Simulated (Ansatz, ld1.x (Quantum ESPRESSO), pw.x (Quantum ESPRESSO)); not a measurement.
# calcium: does the TM potential hold in the solid?

- Element: Ca (Z = 20)
- Generator: ld1.x (Quantum ESPRESSO) 7.5
- Type: norm-conserving Troullier–Martins (Kleinman–Bylander form)
- Functional: PBEsol
- Relativity: scalar-relativistic
- Frozen core: [Ar]
- Valence charge: 2
- Reference configuration: 3d0 4s2 4p0
- Partial waves: 4p (bound, empty): rc 3.85 bohr; 3d (bound, empty): rc 3.05 bohr; 4s (bound): rc 2.70 bohr
- Local potential: the s channel
- Core correction: Bessel-smoothed model core, default radius (core density twice the valence density)

Atomic tests: cutoffs needed: 6 Ry and 10 Ry (the cutoffs (Ry, on a coarse ladder) from which the occupation-weighted sum of valence levels, in a spherical-Bessel basis at the reference potential, stays within 10 and 1 mRy of its value at 400 Ry) The cutoffs count occupied waves only; the empty 3d level needs 21 Ry at the loose tolerance.; ghost test: no extra level below or beside the all-electron valence levels (p, d, s, f tested) (spherical-Bessel basis up to 400 Ry, 20 bohr box); largest excitation error: -61 meV (all-electron minus pseudo) for 3d1 4s0 4p0, out of 7 test configurations.

Crystal test: diamond Ca in pw.x 7.5, no spin, 8³ k-points, Fermi–Dirac smearing 0.01 Ry, cutoffs 50/200 Ry. The reference is all-electron LAPW (Ansatz 0.2.0) with the same functional, mesh and smearing; V0 and B0 come from Birch–Murnaghan fits to the pressures at five volumes. Errors are pseudo minus all-electron; Δ is the rms difference of the E(V) curves that follow from these fits, minima aligned, over ±6 % about the mean V0. Mesh and smearing are coarse, so the numbers serve the comparison and aren't converged zero-temperature values; the lattice is a test structure that the element need not adopt.

```json
{"V (Å³/atom)": "70.822", "P all-electron (GPa)": "0.24", "P pseudo (GPa)": "0.29"}
{"V (Å³/atom)": "72.685", "P all-electron (GPa)": "0.11", "P pseudo (GPa)": "0.15"}
{"V (Å³/atom)": "74.549", "P all-electron (GPa)": "-0.01", "P pseudo (GPa)": "0.03"}
{"V (Å³/atom)": "76.413", "P all-electron (GPa)": "-0.11", "P pseudo (GPa)": "-0.08"}
{"V (Å³/atom)": "78.276", "P all-electron (GPa)": "-0.21", "P pseudo (GPa)": "-0.19"}
```

All-electron: a0 = 8.414 Å (V0 = 74.45 Å³/atom), B0 = 4.5 GPa.

Pseudopotential: mean pressure error (GPa): +0.04; a0 (Å): 8.435; a0 error (%): +0.25; B0 error (%): +3.1; Δ (meV/atom): 0.6. The largest radius (3.85 bohr) exceeds half the bond length (3.44 bohr), so the spheres overlap, which is one possible source of error among others.

Task: At the middle volume, how do free energy and pressure move when the wave cutoff is lowered (ecutrho kept at four times it)?

Result:

| cutoff (Ry) | shift of F (meV/atom) | shift of P (GPa) |
| --- | --- | --- |
| 22 | +12.5 | -0.15 |
| 30 | +0.4 | -0.00 |
| 40 | +0.1 | +0.00 |

The run at the middle volume (29 k-points, 7 iterations) took about 32 s on one core of a shared host (Neoverse-V1, 32 threads, 247 GiB, load 19).
